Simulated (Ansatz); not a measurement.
```yaml
crystal:
  periodic: [false, false, false]
  atoms:
    - {symbol: Fe, position_ang: [0.010032, 0.000317, -0.322335]}
    - {symbol: N, position_ang: [-0.029182, 1.300783, 0.643574]}
    - {symbol: N, position_ang: [-0.010816, -1.302049, 0.641582]}
basis:
  gaussian: {orbitals: def2-TZVP}
magnetization: {spin_polarized: true, initial_magnetization: 4}
hamiltonian: {xc: pbe0}
relax: {f_tol: 0.004, max_steps: 80}
```

```sh
$ ansatz run in.yaml --threads 1 --pin off --events-out ev --progress --plain --max-ram 2176MiB
```

Steps of the relaxation (energy above the last step; positions in Å, forces in eV/Å):

```
3
step 1, 46.8 meV
Fe    0.010    0.000   -0.322   -0.032    0.766    0.869
N    -0.029    1.301    0.644    0.029   -0.893   -0.719
N    -0.011   -1.302    0.642    0.004    0.127   -0.150
```

```
3
step 2, 31.1 meV
Fe    0.010    0.004   -0.317   -0.028    0.647    0.740
N    -0.029    1.295    0.639    0.024   -0.733   -0.610
N    -0.011   -1.300    0.640    0.003    0.087   -0.130
```

```
3
step 3, 12.2 meV
Fe    0.009    0.027   -0.283    0.019   -0.597   -0.472
N    -0.028    1.271    0.614   -0.019    0.743    0.451
N    -0.011   -1.299    0.632    0.000   -0.146    0.021
```

```
3
step 5, 1.6 meV
Fe    0.009    0.018   -0.288   -0.003   -0.054    0.099
N    -0.028    1.285    0.620    0.001    0.029   -0.032
N    -0.010   -1.305    0.631    0.002    0.026   -0.068
```

```
3
step 7, 1.4 meV
Fe    0.008   -0.003   -0.264    0.008    0.030   -0.276
N    -0.028    1.302    0.614   -0.005    0.164    0.127
N    -0.010   -1.301    0.612   -0.003   -0.194    0.148
```

```
3
step 9, 0.0 meV
Fe    0.008    0.005   -0.271    0.000    0.000   -0.001
N    -0.028    1.298    0.616    0.000    0.003    0.000
N    -0.010   -1.304    0.619    0.000   -0.003    0.001
```

Close pairs at the end: Fe1–N2 1.568 Å, Fe1–N3 1.584 Å.

A stationary point of unrestricted PBE0 after 9 steps, with ⟨S²⟩ = 6.037 against 6.00 for a pure state; no frequencies were run, so it isn't proven a minimum. 80 s on 1 thread of Intel Xeon 6975P-C, shared host.
